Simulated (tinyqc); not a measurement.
Worked calculation: UHF in the sto-6g basis, for CH2, spin multiplicity 3. One step of it, computed by the program tinyqc.

Task: Iteration 1: building the Fock matrix. J_ij = sum D_kl (ij|kl) with D = D(alpha) + D(beta), K_ij = sum D_kl (ik|jl) for each spin; F = H + J - K(s); E = tr D H + tr D J / 2 - 0.5 sum_s tr D(s) K(s) + E_nn.

D(alpha) at the start, lower triangle:
```
            1C 1s      1C 2s    1C 2px     1C 2py     1C 2pz     2H 1s     3H 1s
1C 1s    1.069978
1C 2s   -0.302854   1.299079
1C 2px   0.000000   0.000000  1.000000
1C 2py   0.000000   0.000000  0.000000   1.183894
1C 2pz  -0.025592   0.145027  0.000000   0.000000   1.086879
2H 1s    0.040594  -0.162587  0.000000  -0.157926  -0.113249  0.049874
3H 1s    0.040594  -0.162587  0.000000   0.157926  -0.113249  0.007740  0.049874
```

D(beta) at the start, lower triangle:
```
            1C 1s      1C 2s    1C 2px     1C 2py     1C 2pz     2H 1s     3H 1s
1C 1s    1.060064
1C 2s   -0.259710   1.111318
1C 2px   0.000000   0.000000  0.000000
1C 2py   0.000000   0.000000  0.000000   1.183894
1C 2pz  -0.116061   0.538748  0.000000   0.000000   0.261273
2H 1s    0.043661  -0.175933  0.000000  -0.157926  -0.085264  0.048925
3H 1s    0.043661  -0.175933  0.000000   0.157926  -0.085264  0.006792  0.048925
```

core Hamiltonian H = T + V (hartree), lower triangle:
```
             1C 1s      1C 2s     1C 2px     1C 2py     1C 2pz      2H 1s      3H 1s
1C 1s   -18.809940
1C 2s    -4.322971  -5.524530
1C 2px    0.000000   0.000000  -4.469259
1C 2py    0.000000   0.000000   0.000000  -4.610238
1C 2pz   -0.016031  -0.163493   0.000000   0.000000  -4.532914
2H 1s    -0.868568  -2.032815   0.000000  -1.452544  -1.011406  -3.311269
3H 1s    -0.868568  -2.032815   0.000000   1.452544  -1.011406  -0.529156  -3.311269
```

Two-electron integrals (ij|kl) in chemists' order, unique and non-zero (hartree):
```
(11|11) 3.543743    (21|11) 0.529462    (21|21) 0.100317    (22|11) 0.853596
(22|21) 0.199930    (22|22) 0.624844    (31|31) 0.021271    (32|31) 0.031868
(32|32) 0.138108    (33|11) 0.853598    (33|21) 0.199930    (33|22) 0.624843
(33|33) 0.673218    (41|41) 0.021271    (42|41) 0.031868    (42|42) 0.138108
(43|43) 0.036281    (44|11) 0.853598    (44|21) 0.199930    (44|22) 0.624843
(44|33) 0.600655    (44|44) 0.673218    (51|51) 0.021271    (52|51) 0.031868
(52|52) 0.138108    (53|53) 0.036281    (54|54) 0.036281    (55|11) 0.853598
(55|21) 0.199930    (55|22) 0.624843    (55|33) 0.600655    (55|44) 0.600655
(55|55) 0.673218    (61|11) 0.111093    (61|21) 0.020267    (61|22) 0.039748
(61|33) 0.039599    (61|41) 0.001104    (61|42) 0.002140    (61|44) 0.039908
(61|51) 0.000742    (61|52) 0.001438    (61|54) 0.000208    (61|55) 0.039738
(61|61) 0.004210    (62|11) 0.272309    (62|21) 0.064761    (62|22) 0.223665
(62|33) 0.218301    (62|41) 0.005470    (62|42) 0.036879    (62|44) 0.229388
(62|51) 0.003675    (62|52) 0.024781    (62|54) 0.007450    (62|55) 0.223307
(62|61) 0.013513    (62|62) 0.107014    (63|31) 0.006851    (63|32) 0.035299
(63|43) 0.007149    (63|53) 0.004804    (63|63) 0.012825    (64|11) 0.196911
(64|21) 0.047476    (64|22) 0.173560    (64|33) 0.164944    (64|41) 0.010281
(64|42) 0.061520    (64|44) 0.187199    (64|51) 0.002305    (64|52) 0.017619
(64|54) 0.010150    (64|55) 0.168536    (64|61) 0.010373    (64|62) 0.098513
(64|64) 0.101816    (65|11) 0.132315    (65|21) 0.031902    (65|22) 0.116624
(65|33) 0.110835    (65|41) 0.002305    (65|42) 0.017619    (65|44) 0.116181
(65|51) 0.008400    (65|52) 0.047138    (65|54) 0.010742    (65|55) 0.122857
(65|61) 0.006970    (65|62) 0.066196    (65|64) 0.059798    (65|65) 0.053006
(66|11) 0.429270    (66|21) 0.104075    (66|22) 0.408347    (66|33) 0.387078
(66|41) 0.010767    (66|42) 0.097714    (66|44) 0.431037    (66|51) 0.007235
(66|52) 0.065659    (66|54) 0.029539    (66|55) 0.406926    (66|61) 0.022070
(66|62) 0.250866    (66|64) 0.254774    (66|65) 0.171196    (66|66) 0.774999
(71|11) 0.111093    (71|21) 0.020267    (71|22) 0.039748    (71|33) 0.039599
(71|41) -0.001104   (71|42) -0.002140   (71|44) 0.039908    (71|51) 0.000742
(71|52) 0.001438    (71|54) -0.000208   (71|55) 0.039738    (71|61) 0.004084
(71|62) 0.012658    (71|64) 0.008833    (71|65) 0.006539    (71|66) 0.020251
(71|71) 0.004210    (72|11) 0.272309    (72|21) 0.064761    (72|22) 0.223665
(72|33) 0.218301    (72|41) -0.005470   (72|42) -0.036879   (72|44) 0.229388
(72|51) 0.003675    (72|52) 0.024781    (72|54) -0.007450   (72|55) 0.223307
(72|61) 0.012658    (72|62) 0.076284    (72|64) 0.050714    (72|65) 0.045979
(72|66) 0.139047    (72|71) 0.013513    (72|72) 0.107014    (73|31) 0.006851
(73|32) 0.035299    (73|43) -0.007149   (73|53) 0.004804    (73|63) 0.008531
(73|73) 0.012825    (74|11) -0.196911   (74|21) -0.047476   (74|22) -0.173560
(74|33) -0.164944   (74|41) 0.010281    (74|42) 0.061520    (74|44) -0.187199
(74|51) -0.002305   (74|52) -0.017619   (74|54) 0.010150    (74|55) -0.168536
(74|61) -0.008833   (74|62) -0.050714   (74|64) -0.026329   (74|65) -0.029988
(74|66) -0.086317   (74|71) -0.010373   (74|72) -0.098513   (74|74) 0.101816
(75|11) 0.132315    (75|21) 0.031902    (75|22) 0.116624    (75|33) 0.110835
(75|41) -0.002305   (75|42) -0.017619   (75|44) 0.116181    (75|51) 0.008400
(75|52) 0.047138    (75|54) -0.010742   (75|55) 0.122857    (75|61) 0.006539
(75|62) 0.045979    (75|64) 0.029988    (75|65) 0.035646    (75|66) 0.088705
(75|71) 0.006970    (75|72) 0.066196    (75|74) -0.059798   (75|75) 0.053006
(76|11) 0.064918    (76|21) 0.015514    (76|22) 0.055950    (76|33) 0.054377
(76|44) 0.055926    (76|51) 0.001432    (76|52) 0.010443    (76|55) 0.057549
(76|61) 0.003162    (76|62) 0.024297    (76|64) 0.019438    (76|65) 0.016489
(76|66) 0.053909    (76|71) 0.003162    (76|72) 0.024297    (76|74) -0.019438
(76|75) 0.016489    (76|76) 0.006867    (77|11) 0.429270    (77|21) 0.104075
(77|22) 0.408347    (77|33) 0.387078    (77|41) -0.010767   (77|42) -0.097714
(77|44) 0.431037    (77|51) 0.007235    (77|52) 0.065659    (77|54) -0.029539
(77|55) 0.406926    (77|61) 0.020251    (77|62) 0.139047    (77|64) 0.086317
(77|65) 0.088705    (77|66) 0.261371    (77|71) 0.022070    (77|72) 0.250866
(77|74) -0.254774   (77|75) 0.171196    (77|76) 0.053909    (77|77) 0.774999
```

nuclear repulsion = 5.48594615 hartree

Give: Coulomb J; exchange K(alpha); exchange K(beta); F(alpha); F(beta); total energy of this density.

Result:

Coulomb J (hartree), lower triangle:
```
          1C 1s   1C 2s  1C 2px   1C 2py  1C 2pz   2H 1s   3H 1s
1C 1s   12.4372
1C 2s    2.2945  5.5271
1C 2px   0.0000  0.0000  5.5040
1C 2py   0.0000  0.0000  0.0000   5.5647
1C 2pz   0.0247  0.1004  0.0000   0.0000  5.5125
2H 1s    0.4695  1.9224  0.0000   1.4631  1.0013  3.3540
3H 1s    0.4695  1.9224  0.0000  -1.4631  1.0013  0.4753  3.3540
```

exchange K(alpha) (hartree), lower triangle:
```
         1C 1s    1C 2s  1C 2px   1C 2py  1C 2pz   2H 1s   3H 1s
1C 1s   3.6752
1C 2s   0.6293   1.0921
1C 2px  0.0000   0.0000  0.9113
1C 2py  0.0000   0.0000  0.0000   0.9042
1C 2pz  0.0003  -0.0002  0.0000   0.0000  0.9079
2H 1s   0.1380   0.3309  0.0000   0.1927  0.1282  0.1807
3H 1s   0.1380   0.3309  0.0000  -0.1927  0.1282  0.0784  0.1807
```

exchange K(beta) (hartree), lower triangle:
```
         1C 1s   1C 2s  1C 2px   1C 2py  1C 2pz   2H 1s   3H 1s
1C 1s   3.6285
1C 2s   0.5688  0.7302
1C 2px  0.0000  0.0000  0.1835
1C 2py  0.0000  0.0000  0.0000   0.8124
1C 2pz  0.0150  0.2906  0.0000   0.0000  0.3036
2H 1s   0.1257  0.2683  0.0000   0.1793  0.1324  0.1585
3H 1s   0.1257  0.2683  0.0000  -0.1793  0.1324  0.0635  0.1585
```

F(alpha) (hartree), lower triangle:
```
           1C 1s    1C 2s  1C 2px   1C 2py   1C 2pz    2H 1s    3H 1s
1C 1s   -10.0480
1C 2s    -2.6578  -1.0895
1C 2px    0.0000   0.0000  0.1234
1C 2py    0.0000   0.0000  0.0000   0.0503
1C 2pz    0.0084  -0.0629  0.0000   0.0000   0.0716
2H 1s    -0.5370  -0.4414  0.0000  -0.1821  -0.1384  -0.1380
3H 1s    -0.5370  -0.4414  0.0000   0.1821  -0.1384  -0.1323  -0.1380
```

F(beta) (hartree), lower triangle:
```
           1C 1s    1C 2s  1C 2px   1C 2py   1C 2pz    2H 1s    3H 1s
1C 1s   -10.0012
1C 2s    -2.5972  -0.7276
1C 2px    0.0000   0.0000  0.8513
1C 2py    0.0000   0.0000  0.0000   0.1421
1C 2pz   -0.0063  -0.3537  0.0000   0.0000   0.6759
2H 1s    -0.5247  -0.3788  0.0000  -0.1687  -0.1426  -0.1158
3H 1s    -0.5247  -0.3788  0.0000   0.1687  -0.1426  -0.1174  -0.1158
```

total energy of this density = -37.282622 hartree
